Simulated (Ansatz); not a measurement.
## What a trial cell of TlPb2 relaxes into

Method: DFT PBE, scalar-relativistic, plane waves, PAW in Ansatz. Cutoff 420 eV, Γ-centred k mesh, Gaussian smearing, no spin polarisation in the final step.

A relaxed cell is given with its space group left out.

```yaml
crystal:
  lattice:
    - [-2.09705, 2.09705, 5.41486]
    - [2.09705, -2.09705, 5.41486]
    - [2.09705, 2.09705, -5.41486]
  atoms:
    - { symbol: Tl, position: [0.00000, 0.00000, 0.00000] }
    - { symbol: Pb, position: [0.66880, 0.66880, 0.00000] }
    - { symbol: Pb, position: [0.33120, 0.33120, 0.00000] }
```

Formation energies are uncorrected and refer to the elements' standard structures at the same level.

Task: What space group does it have?

Result: I4/mmm (No. 139). Conventional cell: a = 4.194 Å, c = 10.830 Å. Tl has 10 Pb at 3.48–3.59 Å and 4 Tl at 4.19 Å; Pb is coordinated by 4 Pb at 3.45 Å, 5 Tl at 3.48–3.59 Å, 1 Pb at 3.66 Å and 4 Pb at 4.19 Å.

Task: What is its formation energy per atom?

Result: 0.03 eV/atom.

Task: Is it a metal?

Result: Yes, bands cross the Fermi level on the 16×16×16 mesh.

The final run used a 16×16×16 mesh on its 3-atom cell and 0.10 eV smearing. For metals, differences of a few meV/atom aren't resolved. Spin–orbit coupling is left out. The cell came from a trial start, so TlPb2 may not exist in this structure.

Cost: 3 runs of about 7.4 core-minutes in all, on Arm Neoverse V2 (shared hosts).